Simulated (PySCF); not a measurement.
**A basis-limit estimate, worked out**

An elementary step of BH2OF, singlet (BH₂OF ([OH][BH][F]) → BHO ([BH][O]) + HF; B–F, O–H broken or loosened, F–H formed or tightened). “Start” and “end” are the PBE0-D4/def2-TZVP structures reached by relaxing down either side of its saddle point, with the molecules still in contact.

Computed with PySCF 2.14 with density fitting (its default auxiliary sets; JK sets also for MP2 and CCSD(T)) (basis: def2-TZVPP and def2-QZVPP); correlated methods freeze the cores.

Energies in eV:

| quantity | end | start |
| --- | --- | --- |
| Hartree–Fock, triple zeta (X = 3) | -5450.03672 | -5451.98449 |
| Hartree–Fock, quadruple zeta (X = 4) | -5450.30837 | -5452.24189 |
| MP2 correlation, X = 3 | -16.30909 | -16.02602 |
| MP2 correlation, X = 4 | -17.74067 | -17.43630 |
| CCSD(T) correlation, X = 3 | -17.06964 | -16.84754 |

Question: Work out the step energy at the basis limit: extrapolate Hartree–Fock as E(X) = E∞ + A exp(−7.88 √X) and the MP2 correlation as E(X) = E∞ + B X^−2.97 (the exponents that Neese and Valeev fitted for def2-TZVPP and QZVPP), then add CCSD(T) − MP2 in triple zeta.

Answer: Each step is linear, so take the differences first (end − start): Hartree–Fock 1.94777 (X = 3) and 1.93352 (X = 4); MP2 correlation -0.28307 and -0.30437; CCSD(T) correlation -0.22210.
Two points give E∞ = E(4) + w [E(4) − E(3)], with w = 1/(exp(7.88 (2 − √3)) − 1) = 0.1377 for Hartree–Fock and w = 1/((4/3)^2.97 − 1) = 0.7407 for the correlation.
Hartree–Fock: 1.93352 + 0.1377 × (-0.01425) = 1.9316 eV.
MP2 correlation: -0.30437 + 0.7407 × (-0.02130) = -0.3201 eV.
CCSD(T) − MP2: -0.22210 − (-0.28307) = 0.0610 eV.
Sum: 1.9316 + (-0.3201) + 0.0610 = 1.6725 eV, or 38.57 kcal/mol. Plain CCSD(T) in triple zeta gives 1.7257 eV, so the larger basis shifts the result by -0.0532 eV.

The T1 diagnostic stays at or below 0.018.

Labels in which every atom is bracketed show which atoms are joined, not bond orders.

For scale, one of the runs: CCSD(T)/def2-TZVPP, 121 basis functions, launched by `OMP_NUM_THREADS=4 python run.py`. The run took 33 s on 4 CPU threads of an Arm Neoverse V2 (shared host), with 0.61 GiB of host memory at its peak.
